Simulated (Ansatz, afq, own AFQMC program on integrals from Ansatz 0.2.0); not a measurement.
**AlBH2 (triplet): quantum Monte Carlo beside coupled cluster at distance B1–Al2 = 2.848 Å, cc-pVDZ**

Aim: compute AlBH2 (triplet) with auxiliary-field quantum Monte Carlo on the same integrals as coupled cluster, and set the energies side by side.

Method: cc-pVDZ, frozen cores; program: Ansatz 0.2.0, Gaussian basis, and an in-house AFQMC program (afq) on its integrals; all values are calculated.

To be run: PBE (unrestricted); r2SCAN (unrestricted); PBE0 (unrestricted); B3LYP (unrestricted); wB97M-V (unrestricted); B2PLYP (unrestricted); CCSD(T) on UHF; CCSDT(Q) on UHF; Phaseless AFQMC, CISD trial on UHF; Phaseless AFQMC, single-determinant trial on UHF.

1 further run of the same task is left out (it didn't finish).

### Step 1. The geometry

The geometry derives from a PBE0/def2-TZVP stationary point (not a proven minimum). One bond is set to the value named and the two fragments are kept rigid.

4 atoms, charge 0, spin multiplicity 3.

Atoms are counted from 1 here; the program's logs count them from 0.

Bond lengths: B1–H3 1.195 Å, B1–H4 1.195 Å. Angles: H3–B1–H4 128.7°.

### Step 2. PBE (unrestricted)

The input, in.yaml:

```yaml
crystal:
  periodic: [false, false, false]
  atoms:
    - {symbol: B, position_ang: [0.000000, 0.000000, 1.904148]}
    - {symbol: Al, position_ang: [0.000000, 0.000000, -0.943852]}
    - {symbol: H, position_ang: [0.000000, 1.077612, 2.421186]}
    - {symbol: H, position_ang: [0.000000, -1.077612, 2.421186]}
basis:
  gaussian: {orbitals: cc-pVDZ}
magnetization: {spin_polarized: true, initial_magnetization: 2}
hamiltonian: {xc: {name: PBE}}
output: {orbitals: {seedname: orbitals}}
```

Started as:

```bash
$ ansatz run in.yaml --threads 1 --pin off --events-out ev --progress --plain --max-ram 1382MiB
```

The log of the run:

```text
Functional definition: PBE
  name "PBE"
  cite "Perdew, Burke & Ernzerhof, Phys. Rev. Lett. 77, 3865 (1996) doi:10.1103/PhysRevLett.77.3865"
  parent pbe
  parameter kappa = 0.804
  parameter beta = 0.06672455060314922
  exchange = pbe_x(kappa = kappa, mu = beta*pi^2/3)
  correlation = pbe_c(beta = beta)
523 factors; their error is unknown
mean field evaluation 1: about -7288.9021 eV, gradient 2.6e1 eV
mean field evaluation 2: about -7174.9731 eV, gradient 5.8e1 eV
mean field evaluation 4: about -7296.4583 eV, gradient 4.6e0 eV
mean field evaluation 8: about -7296.8058 eV, gradient 1.3e-1 eV
mean field evaluation 16: about -7296.7752 eV, gradient 1.5e-5 eV
mean field evaluation 32: about -7296.6463 eV, gradient 8.9e-1 eV
mean field -7296.77518815 eV, -268.1515422326 hartree, gradient 1.5e-5 eV, S^2 2.006606; 4 other end points of the search recorded, 0 dependent functions left out
reference -7296.77522324 eV, -268.1515435221 hartree; 11, 9 occupied and 31, 33 virtual orbitals, 523 factors
Total energy: -7296.77522324 eV, -268.1515435221 hartree
```

Wall time 1.9 s (1 thread of Arm Neoverse V2, shared host).

From the report: ⟨S²⟩ of the determinant 2.007 (pure triplet: 2.00).

### Step 3. r2SCAN (unrestricted)

in.yaml, as its differences from that of step 2:

```diff
@@ -10,3 +10,2 @@
 magnetization: {spin_polarized: true, initial_magnetization: 2}
-hamiltonian: {xc: {name: PBE}}
-output: {orbitals: {seedname: orbitals}}
+hamiltonian: {xc: {name: r2SCAN}}
```

The command is unchanged.

The log of the run:

```text
Functional definition: r2SCAN
  name "r2SCAN"
  cite "Furness, Kaplan, Ning, Perdew & Sun, J. Phys. Chem. Lett. 11, 8208 (2020) doi:10.1021/acs.jpclett.0c02405"
  cite "Furness, Kaplan, Ning, Perdew & Sun, J. Phys. Chem. Lett. 11, 9248 (2020) doi:10.1021/acs.jpclett.0c03077"
  parent r2scan
  parameter k0 = 0.174
  parameter k1 = 0.065
  parameter a1 = 4.9479
  exchange = r2scan_x(k0 = k0, k1 = k1, a1 = a1)
  correlation = r2scan_c
523 factors; their error is unknown
mean field evaluation 1: about -7293.9310 eV, gradient 2.3e1 eV
mean field evaluation 2: about -7209.8383 eV, gradient 6.6e1 eV
mean field evaluation 4: about -7300.2834 eV, gradient 3.3e0 eV
mean field evaluation 8: about -7300.4682 eV, gradient 1.2e-1 eV
mean field evaluation 16: about -7300.4374 eV, gradient 4.7e-5 eV
mean field evaluation 32: about -7300.0534 eV, gradient 1.4e0 eV
mean field -7300.43737741 eV, -268.2861252055 hartree, gradient 5.0e-5 eV, S^2 2.016716; 5 other end points of the search recorded, 0 dependent functions left out
reference -7300.43739047 eV, -268.2861256857 hartree; 11, 9 occupied and 31, 33 virtual orbitals, 523 factors
Total energy: -7300.43739047 eV, -268.2861256857 hartree
```

It took 5 s on 1 thread of Arm Neoverse V2, shared host.

From the report: ⟨S²⟩ of the determinant 2.017 (pure triplet: 2.00).

### Step 4. PBE0 (unrestricted)

in.yaml, as its differences from that of step 3:

```diff
@@ -10,2 +10,3 @@
 magnetization: {spin_polarized: true, initial_magnetization: 2}
-hamiltonian: {xc: {name: r2SCAN}}
+hamiltonian: {xc: {name: PBE0}}
+output: {orbitals: {seedname: orbitals}}
```

Same command.

The log of the run (excerpt; [...] marks lines left out):

```text
Functional definition: PBE0
  name "PBE0"
  cite "Adamo & Barone, J. Chem. Phys. 110, 6158 (1999) doi:10.1063/1.478522"
  cite "Perdew, Burke & Ernzerhof, Phys. Rev. Lett. 77, 3865 (1996) doi:10.1103/PhysRevLett.77.3865"
  parent pbe
[...]
401 factors; integrals over basis functions are off by at most 1.1e-3 eV
[...]
mean field -7297.53181819 eV, -268.1793478739 hartree, gradient 9.6e-6 eV, S^2 2.010056; 3 other end points of the search recorded, 0 dependent functions left out
reference -7297.53184438 eV, -268.1793488364 hartree; 11, 9 occupied and 31, 33 virtual orbitals, 401 factors
Total energy: -7297.53184438 eV, -268.1793488364 hartree
```

Run time: 1.6 s. Hardware: 1 thread of Arm Neoverse V2, shared host.

From the report: ⟨S²⟩ of the determinant 2.010 (pure triplet: 2.00).

### Step 5. B3LYP (unrestricted)

in.yaml, as its differences from that of step 4:

```diff
@@ -10,3 +10,2 @@
 magnetization: {spin_polarized: true, initial_magnetization: 2}
-hamiltonian: {xc: {name: PBE0}}
-output: {orbitals: {seedname: orbitals}}
+hamiltonian: {xc: {name: B3LYP}}
```

Launched as before.

The log of the run (excerpt; [...] marks lines left out):

```text
Functional definition: B3LYP
  name "B3LYP"
  cite "Stephens, Devlin, Chabalowski & Frisch, J. Phys. Chem. 98, 11623 (1994) doi:10.1021/j100096a001"
  cite "Becke, Phys. Rev. A 38, 3098 (1988) doi:10.1103/PhysRevA.38.3098"
  cite "Lee, Yang & Parr, Phys. Rev. B 37, 785 (1988) doi:10.1103/PhysRevB.37.785"
  cite "Vosko, Wilk & Nusair, Can. J. Phys. 58, 1200 (1980) doi:10.1139/p80-159"
[...]
401 factors; integrals over basis functions are off by at most 1.1e-3 eV
[...]
mean field -7302.48355194 eV, -268.3613207326 hartree, gradient 5.2e-6 eV, S^2 2.006765; 4 other end points of the search recorded, 0 dependent functions left out
reference -7302.48375855 eV, -268.3613283256 hartree; 11, 9 occupied and 31, 33 virtual orbitals, 401 factors
Total energy: -7302.48375855 eV, -268.3613283256 hartree
```

It took 2.4 s on 1 thread of Arm Neoverse V2, shared host.

From the report: ⟨S²⟩ of the determinant 2.007 (pure triplet: 2.00).

### Step 6. wB97M-V (unrestricted)

in.yaml, as its differences from that of step 5:

```diff
@@ -10,2 +10,3 @@
 magnetization: {spin_polarized: true, initial_magnetization: 2}
-hamiltonian: {xc: {name: B3LYP}}
+hamiltonian: {xc: {name: wB97M-V}}
+output: {orbitals: {seedname: orbitals}}
```

The command is unchanged.

The log of the run (excerpt; [...] marks lines left out):

```text
Functional definition: wB97M-V
  name "wB97M-V"
  cite "Mardirossian & Head-Gordon, J. Chem. Phys. 144, 214110 (2016) doi:10.1063/1.4952647"
  cite "Becke, J. Chem. Phys. 107, 8554 (1997) doi:10.1063/1.475007"
  cite "Vydrov & Van Voorhis, J. Chem. Phys. 133, 244103 (2010) doi:10.1063/1.3521275"
  # Of w^i u^j: cxij and so on, Table III.
[...]
  gx(w, u) = 1 - cx + cx01*u + cx10*w
  gss(w, u) = css00 + css04*u^4 + css10*w + css20*w^2 + css43*w^4*u^3
  gos(w, u) = cos00 + cos10*w + (cos20 + cos21*u)*w^2 + (cos60 + cos61*u)*w^6
[...]
      + integral(e_c_pw_mod_opposite_spin*gos(b97_w_opposite, b97_u_opposite)) + vv10(b, c)
401 factors; integrals over basis functions are off by at most 1.1e-3 eV
152 factors; integrals over basis functions are off by at most 1.9e-5 eV
[...]
mean field -7300.48992031 eV, -268.2880561214 hartree, gradient 1.3e-5 eV, S^2 2.005163; 3 other end points of the search recorded, 0 dependent functions left out
reference -7300.48995619 eV, -268.2880574402 hartree; 11, 9 occupied and 31, 33 virtual orbitals, 401 factors
Total energy: -7300.48995619 eV, -268.2880574402 hartree
```

Wall time 6.5 s (1 thread of Arm Neoverse V2, shared host).

From the report: ⟨S²⟩ of the determinant 2.005 (pure triplet: 2.00).

### Step 7. B2PLYP (unrestricted)

in.yaml, as its differences from that of step 6:

```diff
@@ -10,3 +10,3 @@
 magnetization: {spin_polarized: true, initial_magnetization: 2}
-hamiltonian: {xc: {name: wB97M-V}}
-output: {orbitals: {seedname: orbitals}}
+hamiltonian: {xc: {name: B2PLYP}}
+correlation: {electrons: outside_noble_gas}
```

The command is unchanged.

The log of the run (excerpt; [...] marks lines left out):

```text
Functional definition: B2PLYP
  name "B2PLYP"
  cite "Grimme, J. Chem. Phys. 124, 034108 (2006) doi:10.1063/1.2148954"
  cite "Becke, Phys. Rev. A 38, 3098 (1988) doi:10.1103/PhysRevA.38.3098"
  cite "Lee, Yang & Parr, Phys. Rev. B 37, 785 (1988) doi:10.1103/PhysRevB.37.785"
[...]
401 factors; integrals over basis functions are off by at most 1.1e-3 eV
[...]
mean field -7296.29912508 eV, -268.1340472374 hartree, gradient 5.5e-6 eV, S^2 2.013722; 8 other end points of the search recorded, 0 dependent functions left out
6 core orbitals not correlated: weight in the atoms' cores, before any rotation towards them, 1.000 or more for the frozen orbitals, at most 0.000 for the correlated occupied ones
reference -7296.29925496 eV, -268.1340520104 hartree; 5, 3 occupied and 31, 33 virtual orbitals, 401 factors
second order -4.14457412 eV of doubles, -0.00000000 eV of singles
Total energy: -7297.41828997 eV, -268.1751757886 hartree
```

Run time: 3.2 s. Hardware: 1 thread of Arm Neoverse V2, shared host.

From the report: ⟨S²⟩ of the determinant 2.014 (pure triplet: 2.00).

### Step 8. CCSD(T) on UHF

in.yaml, as its differences from that of step 7:

```diff
@@ -10,3 +10,2 @@
 magnetization: {spin_polarized: true, initial_magnetization: 2}
-hamiltonian: {xc: {name: B2PLYP}}
-correlation: {electrons: outside_noble_gas}
+correlation: {method: ccsd_t, electrons: outside_noble_gas, hamiltonian_folder: ham}
```

The command is unchanged.

The log of the run (excerpt; [...] marks lines left out):

```text
Functional definition: HF
  name "HF"
  cite "Fock, Z. Phys. 61, 126 (1930) doi:10.1007/BF01340294"
  parent pbe
[...]
401 factors; integrals over basis functions are off by at most 1.1e-3 eV
[...]
mean field -7282.92313136 eV, -267.6424885347 hartree, gradient 4.3e-6 eV, S^2 2.042867; 15 other end points of the search recorded, 0 dependent functions left out
determinant -7282.92313136 eV, -267.6424885347 hartree, with singles and doubles -7286.97922460 eV, -267.7915472123 hartree
determinant -7282.68945919 eV, -267.6339012410 hartree, with singles and doubles -7286.48145499 eV, -267.7732545164 hartree
determinant -7281.11810582 eV, -267.5761550697 hartree, with singles and doubles -7285.09526981 eV, -267.7223131507 hartree
determinant -7280.94737959 eV, -267.5698809966 hartree, with singles and doubles -7284.84076446 eV, -267.7129602515 hartree
determinant -7280.89544566 eV, -267.5679724598 hartree, with singles and doubles -7284.76347533 eV, -267.7101199283 hartree
determinant -7282.92313136 eV, -267.6424885347 hartree, with singles and doubles -7286.98125578 eV, -267.7916218564 hartree
determinant -7282.68945919 eV, -267.6339012410 hartree, with singles and doubles -7286.48148923 eV, -267.7732557748 hartree
6 core orbitals not correlated: weight in the atoms' cores, before any rotation towards them, 1.000 or more for the frozen orbitals, at most 0.000 for the correlated occupied ones
reference -7282.92313136 eV, -267.6424885347 hartree; 5, 3 occupied and 31, 33 virtual orbitals, 401 factors
second order -2.95949793 eV of doubles, -0.00000000 eV of singles
cycle   1  -4.05812353 eV  change    8.9e-7 eV  update   1.5e-6
perturbative correction -0.14369945 eV, -0.0052808572 hartree
Total energy: -7287.12495433 eV, -267.7969026808 hartree
```

It took 4.2 s on 1 thread of Arm Neoverse V2, shared host.

From the report: ⟨S²⟩ of the determinant 2.043 (pure triplet: 2.00); correlation -4.2018 eV; T1 0.077; largest double amplitude 0.12.

This run also writes the integrals to the folder ham.

### Step 9. CCSDT(Q) on UHF

in.yaml, as its differences from that of step 8:

```diff
@@ -10,2 +10,2 @@
 magnetization: {spin_polarized: true, initial_magnetization: 2}
-correlation: {method: ccsd_t, electrons: outside_noble_gas, hamiltonian_folder: ham}
+correlation: {method: ccsdt_q, electrons: outside_noble_gas}
```

The command is unchanged.

The log of the run (excerpt; [...] marks lines left out):

```text
Functional definition: HF
  name "HF"
  cite "Fock, Z. Phys. 61, 126 (1930) doi:10.1007/BF01340294"
  parent pbe
[...]
776 factors; integrals over basis functions are off by at most 2.3e-7 eV
[...]
mean field -7282.92314168 eV, -267.6424889140 hartree, gradient 3.8e-6 eV, S^2 2.042867; 15 other end points of the search recorded, 0 dependent functions left out
determinant -7282.92314168 eV, -267.6424889140 hartree, with singles and doubles -7286.97922806 eV, -267.7915473393 hartree
determinant -7282.68946860 eV, -267.6339015869 hartree, with singles and doubles -7286.48145681 eV, -267.7732545834 hartree
determinant -7281.11812330 eV, -267.5761557120 hartree, with singles and doubles -7285.09528193 eV, -267.7223135961 hartree
determinant -7280.94739679 eV, -267.5698816287 hartree, with singles and doubles -7284.84077782 eV, -267.7129607423 hartree
determinant -7280.89545672 eV, -267.5679728664 hartree, with singles and doubles -7284.76348335 eV, -267.7101202230 hartree
determinant -7282.92314168 eV, -267.6424889140 hartree, with singles and doubles -7286.98125995 eV, -267.7916220099 hartree
determinant -7282.68946860 eV, -267.6339015869 hartree, with singles and doubles -7286.48149127 eV, -267.7732558498 hartree
6 core orbitals not correlated: weight in the atoms' cores, before any rotation towards them, 1.000 or more for the frozen orbitals, at most 0.000 for the correlated occupied ones
reference -7282.92314168 eV, -267.6424889140 hartree; 5, 3 occupied and 31, 33 virtual orbitals, 776 factors
second order -2.95951681 eV of doubles, -0.00000000 eV of singles
cycle   1  -3.61965250 eV  change   -6.6e-1 eV  update   9.8e-2
[...]
cycle  19  -4.26385165 eV  change    8.9e-7 eV  update   9.9e-7
perturbative correction -0.01112368 eV, -0.0004087879 hartree
Total energy: -7287.19811702 eV, -267.7995913600 hartree
```

Wall time 14 s (1 thread of Arm Neoverse V2, shared host).

From the report: ⟨S²⟩ of the determinant 2.043 (pure triplet: 2.00); correlation -4.2750 eV; T1 0.090; largest double amplitude 0.16.

### Step 10. Phaseless AFQMC, CISD trial on UHF

It reads the integrals that the CCSD(T) run on this determinant wrote.

Started as:

```bash
$ afq ham --method phaseless --trial cisd --walkers 60 --populations 1 --least-time 40 --time-step 0.005 --steps-per-block 50 --equilibration-blocks 40 --max-blocks 300 --target-error 0.00068 --factor-cut 1e-05 --start spin_pure --seed 1847 --release-times 0.24,0.51,0.99,1.62,2.4 --release-step 0.03 --release-every 4 --taylor-order 6
```

The log of the run:

```text
orbitals 36  electrons 5 3  factors 261 of 401
reference energy -267.64248853 Eh
CCSD correlation -0.14913334 Eh in 14 cycles, weight of the determinant in the CISD state 0.7957
energy of the start -267.790483 Eh
 block  time / (1/Eh)  mean weight  energy / Eh
     1     0.250  1.0003  -267.789584
     2     0.500  0.9993  -267.789976
     3     0.750  0.9999  -267.790440
     4     1.000  1.0000  -267.791134
     5     1.250  0.9998  -267.792155
     6     1.500  0.9991  -267.794577
     7     1.750  0.9994  -267.796585
     8     2.000  1.0009  -267.795430
     9     2.250  0.9998  -267.793358
    10     2.500  1.0020  -267.793699
    11     2.750  0.9993  -267.794221
    16     4.000  0.9986  -267.795452
    21     5.250  0.9985  -267.793303
    26     6.500  1.0004  -267.795982
    31     7.750  1.0004  -267.796710
    36     9.000  1.0003  -267.794194
    41    10.250  1.0006  -267.793892
    46    11.500  1.0004  -267.796430
    51    12.750  0.9988  -267.799034
    56    14.000  0.9989  -267.802682
    61    15.250  1.0007  -267.798855
    66    16.500  0.9993  -267.796085
    71    17.750  0.9996  -267.796924
    76    19.000  1.0008  -267.793737
    81    20.250  0.9988  -267.807934
    86    21.500  0.9983  -267.800066
    91    22.750  1.0001  -267.796973
    96    24.000  1.0010  -267.801569
   101    25.250  0.9983  -267.803646
   106    26.500  1.0017  -267.802335
   111    27.750  1.0003  -267.799617
   116    29.000  1.0005  -267.797300
   121    30.250  0.9992  -267.808078
   126    31.500  1.0018  -267.803393
   131    32.750  0.9989  -267.795293
   136    34.000  1.0006  -267.798108
   141    35.250  1.0016  -267.795499
   146    36.500  0.9989  -267.792361
   151    37.750  1.0002  -267.799747
   156    39.000  1.0013  -267.796930
   161    40.250  1.0012  -267.795655
   166    41.500  0.9980  -267.796014
   171    42.750  0.9994  -267.799186
   176    44.000  0.9989  -267.798032
   181    45.250  1.0016  -267.797808
   186    46.500  1.0000  -267.799447
   191    47.750  0.9996  -267.796831
   196    49.000  1.0011  -267.799985
blocks merged  error / Eh  count
     1  0.000291  160
     2  0.000367  80
     4  0.000477  40
     8  0.000553  20
    16  0.000554  10
released: time / (1/Eh)  energy / Eh  error  mean overlap
  0.24  -267.798779  0.000497  0.9791
  0.51  -267.799128  0.000515  0.9730
  0.99  -267.799514  0.000616  0.9560
  1.62  -267.799283  0.000825  0.9650
  2.40  -267.798969  0.000796  0.9668
energy -267.798271 +/- 0.000553 Eh
```

Run time: 3.4 min. Hardware: 1 thread of Arm Neoverse V2, shared host.

Energy -7287.1622 ± 0.0150 eV. Caveats: constraint bias not in the error.

### Step 11. Phaseless AFQMC, single-determinant trial on UHF

It reads the integrals that the CCSD(T) run on this determinant wrote.

Started as:

```bash
$ afq ham --method phaseless --trial hf --walkers 120 --populations 1 --least-time 40 --time-step 0.005 --steps-per-block 20 --equilibration-blocks 160 --max-blocks 600 --target-error 0.00204 --factor-cut 1e-05 --start spin_pure --seed 6712 --taylor-order 6
```

The log of the run:

```text
orbitals 36  electrons 5 3  factors 261 of 401
reference energy -267.64248853 Eh
CCSD correlation -0.14913334 Eh in 14 cycles, weight of the determinant in the CISD state 0.7957
energy of the start -267.643047 Eh
 block  time / (1/Eh)  mean weight  energy / Eh
     1     0.100  1.0005  -267.664106
     2     0.200  0.9997  -267.681071
     3     0.300  1.0000  -267.696564
     4     0.400  1.0000  -267.709806
     5     0.500  1.0017  -267.719944
     6     0.600  1.0018  -267.730353
     7     0.700  1.0003  -267.733694
     8     0.800  1.0006  -267.739973
     9     0.900  0.9993  -267.740178
    10     1.000  1.0010  -267.745408
    15     1.500  1.0025  -267.774327
    29     2.900  1.0002  -267.794998
    43     4.300  0.9982  -267.796331
    57     5.700  1.0007  -267.812057
    71     7.100  1.0010  -267.796760
    85     8.500  1.0002  -267.787969
    99     9.900  1.0009  -267.795714
   113    11.300  0.9995  -267.782475
   127    12.700  1.0010  -267.785437
   141    14.100  1.0003  -267.818228
   155    15.500  1.0007  -267.796369
   169    16.900  0.9995  -267.776928
   183    18.300  1.0019  -267.796923
   197    19.700  0.9996  -267.804935
   211    21.100  1.0005  -267.795608
   225    22.500  1.0009  -267.793983
   239    23.900  1.0010  -267.786856
   253    25.300  1.0005  -267.798880
   267    26.700  1.0004  -267.798151
   281    28.100  1.0008  -267.805106
   295    29.500  1.0001  -267.804293
   309    30.900  1.0010  -267.790469
   323    32.300  1.0004  -267.792683
   337    33.700  1.0005  -267.799588
   351    35.100  0.9987  -267.790129
   365    36.500  1.0009  -267.798945
   379    37.900  1.0003  -267.818983
   393    39.300  0.9992  -267.804087
   407    40.700  1.0005  -267.801452
   421    42.100  0.9988  -267.789424
   435    43.500  0.9994  -267.805039
   449    44.900  0.9999  -267.801081
   463    46.300  0.9994  -267.797330
   477    47.700  0.9996  -267.812169
   491    49.100  1.0008  -267.789045
   505    50.500  1.0005  -267.777301
   519    51.900  1.0007  -267.790350
   533    53.300  0.9978  -267.785891
   547    54.700  0.9996  -267.778667
blocks merged  error / Eh  count
     1  0.000546  400
     2  0.000725  200
     4  0.000941  100
     8  0.001204  50
    16  0.001393  25
    32  0.001508  12
energy -267.797722 +/- 0.001393 Eh
```

It took 2.9 min on 1 thread of Arm Neoverse V2, shared host.

Energy -7287.1473 ± 0.0379 eV. Caveats: constraint bias not in the error.

### Step 12. AFQMC on the ladder

On the UHF determinant, counted from CCSDT(Q) (a yardstick, not exact):

```csv
level,energy (eV),from CCSDT(Q) (kcal/mol),statistical error (kcal/mol),time
HF,-7282.9231,+98.58,,
MP2,-7285.8826,+30.34,,
CCSD,-7286.9813,+5.00,,
CCSD(T),-7287.1250,+1.69,,
CCSDT(Q),-7287.1981,0.00,,
"Phaseless AFQMC, CISD trial, step 0.005, 60 walkers",-7287.1622,+0.83,0.35,3.4 min
"Phaseless AFQMC, single-determinant trial, step 0.005, 120 walkers",-7287.1473,+1.17,0.87,2.9 min
```

The functionals' totals stand on their own zeros and serve differences with other points: PBE -7296.775 eV; r2SCAN -7300.437 eV; PBE0 -7297.532 eV; B3LYP -7302.484 eV; wB97M-V -7300.490 eV; B2PLYP -7297.418 eV.

### Step 13. Outcome

```
                                                      quantity                  value
                                  CCSD(T) on UHF from CCSDT(Q)         +1.69 kcal/mol
              Phaseless AFQMC, CISD trial on UHF from CCSDT(Q)  +0.83 ± 0.35 kcal/mol
Phaseless AFQMC, single-determinant trial on UHF from CCSDT(Q)  +1.17 ± 0.87 kcal/mol
```

On UHF the phaseless walk with the CISD trial lies +0.83 kcal/mol from CCSDT(Q), within three error bars. Error bars are statistical and leave out the constraint, the time step and what remains of the start.
